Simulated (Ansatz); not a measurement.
Energy needed to pull apart CH2ClSi (SMILES [SiH]=CCl), doublet, into free ground-state atoms, from the structure below (displaced at random from a GFN2-xTB minimum); no zero-point or spin–orbit terms; open-shell atoms are treated unrestricted, in their ground-state multiplicity.

Si1  (-0.484, 0.955, -0.710)
C2  (0.308, -0.328, 0.274)
Cl3  (2.061, -0.454, 0.257)
H4  (-1.808, 0.323, -1.004)
H5  (-0.045, -0.593, 1.196)
(Å)

Computed with Ansatz 0.2.0 (basis: def2-TZVPP); correlated methods freeze the cores; orbitals are unrestricted.

```tsv
method	atomization energy (eV)
SPW92	17.34
PBE-D4	15.33
r2SCAN-D4	14.98
PBE0-D4	14.89
CAM-B3LYP-D4	?
wB97M-V	?
HF	10.37
MP2	14.07
CCSD	13.79
CCSD(T)	14.12
```

(1) What does wB97M-V give? (To be estimated.)

(2) What does CAM-B3LYP-D4 give? (To be estimated.)

No T1 diagnostic of these runs exceeds 0.047. ⟨S²⟩ of the unrestricted Hartree–Fock references: 1.17 (a pure state has 0.75). The T1 diagnostic is large here, which may signal multireference character or strong orbital relaxation, so CCSD(T) is less sure. The unrestricted reference is spin-contaminated, which hurts MP2 most.

Results:

(1) By the calculation: 14.78 eV, which is about 0.66 eV more than CCSD(T)/def2-TZVPP.

(2) The calculation gives: 14.68 eV, which is about 0.57 eV more than CCSD(T)/def2-TZVPP.

In triple zeta the MP2 and coupled-cluster atomization energies are still short of their basis limit by a few kcal/mol a bond, whereas those of the functionals are nearly converged, so these differences are not deviations from converged CCSD(T).

For scale, one of the runs: CCSD(T)/def2-TZVPP forces, 143 basis functions (an equivalent command: `ansatz run in.yaml --threads 4`). Hardware: 4 CPU threads, shared host. Wall time 2.1 min; peak host memory 3.2 GiB.
